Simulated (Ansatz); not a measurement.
# C₄H₁₀ (singlet): from Hartree-Fock to the top rungs, cc-pVTZ

One table from this session's results is given with a row withheld; the runs are named, their logs left out.

Program: Ansatz 0.2.0, Gaussian basis. Level of theory: cc-pVTZ, core rule «outside noble gas», up to 4 orbitals frozen. These are calculated values, not measurements.

To be run: UHF; CCSD(T) on RHF; BCCD(T) on RHF.

15 further runs of the same task are left out: 2 that didn't finish, 13 set aside as unsound or not needed.

## The system

The geometry is an MP2(full)/6-31G* stationary point (not a proven minimum).

14 atoms, charge 0, spin multiplicity 1.

Atoms are counted from 1 here; the program's logs count them from 0.

Bond lengths: C1–H2 1.098 Å, C1–C3 1.526 Å, C1–C7 1.526 Å, C1–C11 1.526 Å, C3–H4 1.095 Å, C3–H5 1.094 Å, C3–H6 1.094 Å, C7–H8 1.095 Å, C7–H9 1.094 Å, C7–H10 1.094 Å, C11–H12 1.095 Å, C11–H13 1.094 Å, C11–H14 1.094 Å. Angles: H2–C1–C3 108.1°, H2–C1–C7 108.1°, H2–C1–C11 108.1°, C3–C1–C7 110.8°, C3–C1–C11 110.8°, C7–C1–C11 110.8°, C1–C3–H4 110.4°, C1–C3–H5 111.3°, C1–C3–H6 111.3°, H4–C3–H5 107.9°, H4–C3–H6 107.9°, H5–C3–H6 108.0°, C1–C7–H8 110.4°, C1–C7–H9 111.3°, C1–C7–H10 111.3°, H8–C7–H9 107.9°, H8–C7–H10 107.9°, H9–C7–H10 108.0° and more.

The first run:

Contents of in.yaml:

```yaml
crystal:
  periodic: [false, false, false]
  atoms:
    - {symbol: C, position_ang: [0.000000, 0.000000, 0.367895]}
    - {symbol: H, position_ang: [0.000000, 0.000000, 1.466215]}
    - {symbol: C, position_ang: [0.000000, 1.450290, -0.105288]}
    - {symbol: H, position_ang: [0.000000, 1.493997, -1.199901]}
    - {symbol: H, position_ang: [-0.885482, 1.984695, 0.252243]}
    - {symbol: H, position_ang: [0.885482, 1.984695, 0.252243]}
    - {symbol: C, position_ang: [1.255988, -0.725145, -0.105288]}
    - {symbol: H, position_ang: [1.293839, -0.746998, -1.199901]}
    - {symbol: H, position_ang: [2.161537, -0.225498, 0.252243]}
    - {symbol: H, position_ang: [1.276055, -1.759197, 0.252243]}
    - {symbol: C, position_ang: [-1.255988, -0.725145, -0.105288]}
    - {symbol: H, position_ang: [-1.293839, -0.746998, -1.199901]}
    - {symbol: H, position_ang: [-1.276055, -1.759197, 0.252243]}
    - {symbol: H, position_ang: [-2.161537, -0.225498, 0.252243]}
basis:
  gaussian: {orbitals: cc-pVTZ}
magnetization: {spin_polarized: true, initial_magnetization: 0}
hamiltonian: {xc: hf}
output: {orbitals: {seedname: orbitals}}
```

Command:

```console
$ ansatz run in.yaml --threads 1 --pin off --events-out ev --progress --plain --max-ram 3956MiB --backend cpu
```

Steps of the session up to this table: UHF; CCSD(T) on RHF; BCCD(T) on RHF.

One of the session's tables, all rows but one given; the rest of the session is left out.

| method | from RCCSD(T) (kcal/mol) |
| --- | --- |
| RHF | +502.20 |
| RMP2 | +49.85 |
| RCCSD | +18.13 |
| RCCSD(T) | 0 |
| BCCD(T) | ? |

Estimate the missing values for BCCD(T).

**Answer.** from RCCSD(T) (kcal/mol): -0.09. In the column «from RCCSD(T) (kcal/mol)» it is the lowest.

With the free atoms at the same levels and basis (separate runs), the atomisation energy is 55.372 eV at RCCSD(T), 43.303 eV at RHF.
